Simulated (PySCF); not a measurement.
Molecule: SMILES FC(CF)F, C2H3F3.

Numbering as in the mapped SMILES `[F:1][CH2:2][CH:3]([F:4])[F:5]`. Each H is labelled by its parent atom.

Geometry PBE0-D3(BJ)/def2-SVP throughout; GIAO in PySCF, gas phase, one conformer, non-relativistic; equivalent atoms averaged; functional PBE0.

Problem. How do the absolute shieldings σ depend on the basis set? (ppm; last column core-seconds on shared hosts with different chips, so compare them loosely)

Solution. 
| basis set | functions | F4/F5 | F1 | C3 | C2 | H(C3) | H(C2) | core-s |
| --- | --- | --- | --- | --- | --- | --- | --- | --- |
| STO-3G | 28 | 422.4 | 458.3 | 152.2 | 178.9 | 29.50 | 30.38 | 1.5 |
| 6-31G | 51 | 329.9 | 441.7 | 86.5 | 120.6 | 26.60 | 28.19 | 3 |
| pcSseg-0 | 51 | 333.4 | 463.7 | 66.1 | 104.5 | 26.30 | 27.91 | 2.1 |
| 6-31G* | 76 | 337.7 | 444.3 | 83.7 | 115.3 | 26.01 | 27.69 | 3.6 |
| def2-SVP | 85 | 340.3 | 448.6 | 81.8 | 115.1 | 25.75 | 27.25 | 3.9 |
| cc-pVDZ | 85 | 335.4 | 441.9 | 84.4 | 117.0 | 25.64 | 27.19 | 3.6 |
| pcSseg-1 | 100 | 321.0 | 437.6 | 68.1 | 101.5 | 25.37 | 26.91 | 5.5 |
| aug-cc-pVDZ | 142 | 330.9 | 438.6 | 84.0 | 116.4 | 25.37 | 27.00 | 6.7 |
| 6-311+G(2d,p) | 153 | 321.2 | 435.4 | 72.0 | 105.2 | 25.58 | 27.20 | 8.2 |
| def2-TZVP | 173 | 320.6 | 436.2 | 69.1 | 103.5 | 25.65 | 27.24 | 10 |
| cc-pVTZ | 192 | 321.9 | 436.6 | 70.8 | 104.7 | 25.48 | 27.07 | 10 |
| IGLO-III | 205 | 319.7 | 436.4 | 64.9 | 99.3 | 25.42 | 27.05 | 10 |
| pcSseg-2 | 222 | 319.9 | 435.9 | 64.1 | 98.8 | 25.38 | 26.98 | 15 |

Problem. Which nucleus moves most, in ppm?

Solution. F4/F5 (fluorine of a CF2 group): from 319.7 ppm with IGLO-III to 422.4 ppm with STO-3G. The smallest spread is 3.48 ppm, at H(C2). Proton shifts span only some 12 ppm, so a few tenths of a ppm matter as much there as several ppm in carbon.

Problem. Taking the largest basis, pcSseg-2 (222 functions), as the yardstick, rank the others by their worst heavy-atom deviation.

Solution. IGLO-III 0.8 ppm (205 functions), pcSseg-1 3.9 ppm (100 functions), def2-TZVP 5.0 ppm (173 functions), cc-pVTZ 6.7 ppm (192 functions), 6-311+G(2d,p) 7.9 ppm (153 functions), 6-31G* 19.6 ppm (76 functions), aug-cc-pVDZ 19.8 ppm (142 functions), cc-pVDZ 20.2 ppm (85 functions), def2-SVP 20.3 ppm (85 functions), 6-31G 22.3 ppm (51 functions), pcSseg-0 27.8 ppm (51 functions), STO-3G 102.4 ppm (28 functions).

A small basis that lands close on one nucleus may do so by chance; judge by the trend and by all nuclei.
